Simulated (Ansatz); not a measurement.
Species: C$_{3}$H$_{6}$Cl, net charge -1, singlet state. It need not be the lowest isomer of its formula. Whether it binds its extra electron was not tested at this geometry. 
Geometry from a B3LYP-D3(BJ)/def2-TZVP (Ansatz, a first-principles code) optimisation:
SMILES: CC[CH-]Cl
```xyz
10

C      0.9005    -0.5667     0.0371
C      2.3918    -0.2107     0.0279
C      0.0846     0.7136     0.1306
H      0.6968    -1.1999     0.9101
H      0.6936    -1.2064    -0.8473
H      3.0262    -1.1047    -0.0002
Cl    -1.7722     0.1125    -0.0263
H      2.6394     0.3990    -0.8480
H      2.6461     0.3770     0.9140
H      0.1647     1.2054    -0.8548
```
Charge -1, spin multiplicity 1.

Basis-set convergence of Hartree-Fock and MP2 correlation energies (hartree) with Ansatz. Cores are frozen in the correlated levels unless marked. No spin-orbit coupling. Non-relativistic. This anion needs diffuse functions, which these sets lack.

| basis | functions | E(HF) | E(corr, MP2) |
|---|---|---|---|
| cc-pV(D+d)Z | 95 | -576.53465 | -0.57262 |
| cc-pV(T+d)Z | 213 | ___ | ___ |

Question: Complete the blanks.

Answer: 
- cc-pV(T+d)Z, E(HF): -576.58642
- cc-pV(T+d)Z, E(corr, MP2): -0.72739
